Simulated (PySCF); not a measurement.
Gas-phase reaction: C₂F₄ + 2 CH₄ → 4 CH₂F

Method: PySCF energies plus ideal-gas RRHO corrections (1 bar). † marks an energy on the PBE0/def2-TZVP geometry and frequencies; other levels use their own. CCSD(T) freezes the core. 6-31G* has spherical d functions here. Open shells (unrestricted): CH₂F (multiplicity 2); the rest are closed-shell singlets. CH₂F: computed as isolated molecules; such fragments, hydroxides, amides, oligomers or adducts are transient or little studied in the gas. CCSD(T) isn't extrapolated to the basis-set limit; its ΔH°(298 K) is 699.7 kJ in def2-SVP and 688.4 kJ in def2-TZVPP. The harmonic model lacks anharmonicity and excited electronic states, which grow with temperature; levels with a mode under 35 cm⁻¹ are left out.

| level | ΔE electronic, kJ | ΔH°(298 K), kJ | ΔS°(298 K), J/K | ΔG°(1400 K), kJ |
|---|---|---|---|---|
| CCSD(T)/def2-TZVPP† | 716 | 688 | 273 | 301 |
| HF/6-31G* | 522 | 496 | 269 | 118 |
| HF/def2-TZVP† | 483 | 456 | 273 | 68 |
| PBE/def2-SVP | 754 | 728 | 271 | 345 |
| ωB97M-V/def2-TZVP† | 734 | 707 | 273 | 319 |
ΔH° is lowest at HF/def2-TZVP† and highest at PBE/def2-SVP. No reference value is set beside these.
